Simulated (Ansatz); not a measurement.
A nudged elastic band was laid between two geometries of CH7NSi + H2 (12 atoms, charge 0, multiplicity 1).

The calculation used RKS PBE0/def2-SVP (Ansatz).

```json
{
 "movable images": "7",
 "climbing image": "yes",
 "spring": "5.0 eV/Å²",
 "optimiser": "quadratic models (default)",
 "start path": "through a guess of the saddle point",
 "force threshold": "0.05 eV/Å",
 "iteration limit": "60",
 "end points": "relaxed"
}
```

Image 0:

```xyz
12
Properties=species:S:1:pos:R:3
Si -0.764 -0.693 -0.393
N 0.213 -0.779 1.048
H -1.013 -2.017 -1.064
H -2.097 -0.165 0.033
C 0.068 0.438 -1.633
H 0.838 1.421 2.221
H 1.053 2.039 2.616
H -0.202 -1.166 1.890
H 1.175 -1.091 0.966
H 0.210 1.445 -1.211
H 1.056 0.045 -1.924
H -0.538 0.524 -2.549
```

Image 8:

```xyz
12
Properties=species:S:1:pos:R:3
Si -1.379 0.325 -0.189
N 1.562 -0.960 1.743
H -1.536 -1.113 0.195
H -2.670 0.785 -0.789
C 0.040 0.540 -1.401
H 1.313 0.018 1.881
H -1.138 1.115 1.058
H 0.690 -1.453 1.558
H 2.109 -1.003 0.885
H 0.159 1.595 -1.688
H 0.978 0.199 -0.937
H -0.128 -0.049 -2.316
```

**Question.** What changes between the two ends?

**Answer.** Bonds broken: Si1–N2, H6–H7. Bonds formed: Si1–H7, N2–H6. CH7NSi + H2 becomes CH6Si + H3N.

**Question.** What energy profile does the band end with?

**Answer.** It converged. The highest image is number 4 of 0 to 8, 182.3 kJ/mol above the first end and 170.3 kJ/mol above the last; the last end lies 12.0 kJ/mol above the first. Neighbouring images differ by up to 1.4 eV, so the band resolves the path poorly. A vibrational analysis at the climbing image gives one clearly imaginary mode, 1289i cm⁻¹: a first-order saddle point. The orbitals stay closed-shell, which can raise the energy where a bond breaks towards radicals; this wasn't checked here.

```tsv
image	path coordinate (Å)	energy (kJ/mol)	Si1–N2 (Å)	H6–H7 (Å)	Si1–H7 (Å)
0	0.00	0.0	1.74	0.76	4.45
1	0.90	0.6	1.74	0.76	4.03
2	1.80	5.5	1.74	0.77	3.38
3	2.70	44.0	1.76	0.78	2.58
4	3.60	182.3	1.91	1.16	1.89
5	4.59	101.5	2.28	1.86	1.55
6	5.58	31.8	3.24	1.94	1.49
7	6.57	13.6	3.61	2.52	1.49
8	7.56	12.0	3.75	2.81	1.50
```

**Question.** What is the geometry of the highest image?

**Answer.** 
```xyz
12
Properties=species:S:1:pos:R:3
Si -0.640 -0.122 -0.007
N 0.476 -0.791 1.392
H -0.979 -1.516 -0.538
H -1.972 0.330 0.487
C 0.166 0.646 -1.525
H 0.456 0.395 1.568
H 0.027 1.325 1.014
H 0.057 -1.450 2.051
H 1.379 -1.152 1.080
H 0.217 1.741 -1.469
H 1.194 0.259 -1.622
H -0.382 0.335 -2.429
```

The run took 3.9 min on 2 threads of Arm Neoverse V1 (shared host), peak memory 0.18 GiB.
